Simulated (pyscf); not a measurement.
PySCF, gas phase, ωB97X-D3(BJ)/def2-SVP geometries.

SMILES: C[N]=[WH]([NH2])=[N]C
```xyz
15

C     -0.3414    -0.6323     2.5736
N     -0.4601    -0.3888     1.1698
W     -0.1811     0.2812    -0.4228
N     -1.8224     0.9619    -1.2540
N      1.1334     1.4350    -0.4857
C      2.2076     2.2832    -0.0725
H     -0.1832    -1.7082     2.7575
H     -1.2636    -0.3348     3.1018
H      0.5058    -0.0814     3.0179
H      0.4791    -1.0684    -1.2740
H     -1.8577     1.7602    -1.8838
H     -2.7627     0.7268    -0.9451
H      2.4606     2.1398     0.9924
H      1.9498     3.3449    -0.2277
H      3.1095     2.0674    -0.6697
```
Charge 0, spin multiplicity 1.

Problem. How much does it cost (ΔH, 298 K, ωB97M-D3(BJ)/def2-TZVP) to split H₃C–N=WH(NH₂)=N–CH₃ at its H–W bond into [H₃C–N=W(NH₂)=N–CH₃]• + H•?

Solution. H–W to [H₃C–N=W(NH₂)=N–CH₃]• + H•: 79.3 kcal/mol. The 7 functionals that were run give +74.1 (M06-2X) to +81.6 kcal/mol (ωB97X-D3(BJ)/def2-TZVP). The radicals are drawn with the spin at the cut bond; how far it spreads was not checked. Other isomers of [H₃C–N=W(NH₂)=N–CH₃]• were not searched in full and may lie lower. Open-shell species with a d-block atom are single-reference here; other states, and whether the spin sits on metal or ligand, were not checked. Elements past Kr carry the def2 core potentials, without spin-orbit coupling.
